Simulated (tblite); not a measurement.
Hydrazine, N2H4.
Geometry (GFN2-xTB, Å), atoms numbered from 1 in this order:
```xyz
6
N2H4 angstrom
N     -0.6891   -0.1578    0.2493
N      0.6992    0.1639    0.2193
H     -1.2019    0.7015    0.4245
H     -1.0259   -0.5595   -0.6280
H      1.2195   -0.6915    0.3924
H      1.0014    0.5454   -0.6791
```

All values are computed: GFN2-xTB (tblite) harmonic vibrations without scaling, gas phase. This tight-binding method is rough: wavenumbers can miss measured ones by several per cent, in bad cases by 10 to 20. One conformer, not necessarily the lowest.

Harmonic wavenumbers (cm⁻¹): 357.7, 911.3, 994.5, 1144.2, 1205.5, 1263.0, 1551.8, 1571.1, 3252.4, 3268.0, 3373.9, 3381.3.

A = 143977, B = 24641, C = 24241 MHz; mass 32.037 u (most abundant isotopes); point group C2, symmetry number 2.

Zero-point energy?

½Σν̃ = 11137 cm⁻¹ = 133.23 kJ/mol.

What is S at 200 K and 1 bar for an ideal gas of classical rigid rotors and harmonic oscillators?

Translation 143.79, rotation 68.18, vibration 2.62: S = 214.6 J/(mol K).

And Cp and H(200 K) − H(0)?

Cp = 39.39 J/(mol K), of which vibrations give 6.13 (their classical limit is 12 R = 99.8); H(200 K) − H(0) = 7.04 kJ/mol without the zero-point energy, 0.39 from vibrations.

How do the functions run with temperature in this model?

```tsv
T (K)	S (J/(mol K))	Cp (J/(mol K))	H − H(0) (kJ/mol)	G − H(0) (kJ/mol)	ln q(vib)
100	189.2	34.6	3.35	-15.57	0.01
300	231.8	46.6	11.32	-58.24	0.23
500	259.8	64.1	22.42	-107.49	0.70
800	294.5	83.5	44.77	-190.81	1.65
1000	314.2	92.8	62.44	-251.71	2.34
```

q(vib) and H(0) count from the zero-point level.

Which modes carry the vibrational entropy at 200 K?

357.7 cm⁻¹: 2.43; 911.3 cm⁻¹: 0.09; 994.5 cm⁻¹: 0.05; 1144.2 cm⁻¹: 0.02; 1205.5 cm⁻¹: 0.01; 1263.0 cm⁻¹: 0.01 J/(mol K); the other 6 give 0.00 together.

Other conformers, if any are populated, would add a mixing term that is left out. The structure is chiral; the term R ln 2 for an equal mix with its mirror image is left out.

Time: under 0.1 s of wall time. Hardware: one thread of an Arm Neoverse V1 (shared host). The figure is for the frequency step alone.
